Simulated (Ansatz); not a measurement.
C₄H₅F (`C=CC(=C)F`) at its PBE0-D4/def2-TZVP geometry, where that method's forces vanish. The species carries charge 0 and has multiplicity 1.

```xyz
10

C    -1.4905   -1.0670   -0.0431
C    -0.7134   -0.0198    0.2182
C     0.6765    0.0821   -0.1761
C     1.4880    1.1055    0.0626
F     1.1430   -0.9849   -0.8440
H    -2.5244   -1.0877    0.2770
H    -1.1130   -1.9273   -0.5820
H    -1.1004    0.8377    0.7588
H     2.5164    1.0945   -0.2711
H     1.1178    1.9670    0.5997
```

Q: What forces (eV/Å) does PBE-D4/def2-TZVPP give on these atoms in the Gaussian-basis code of Ansatz? (Estimate.)

A: Ansatz gave: 
```
C1  -0.291 -0.326 -0.066
C2   0.298  0.306  0.053
C3  -0.517  0.023  0.176
C4   0.318  0.397  0.091
F5   0.272 -0.589 -0.373
H6  -0.218 -0.022  0.059
H7   0.066 -0.188 -0.113
H8  -0.082  0.195  0.121
H9   0.217  0.017 -0.061
H10 -0.062  0.189  0.112
```
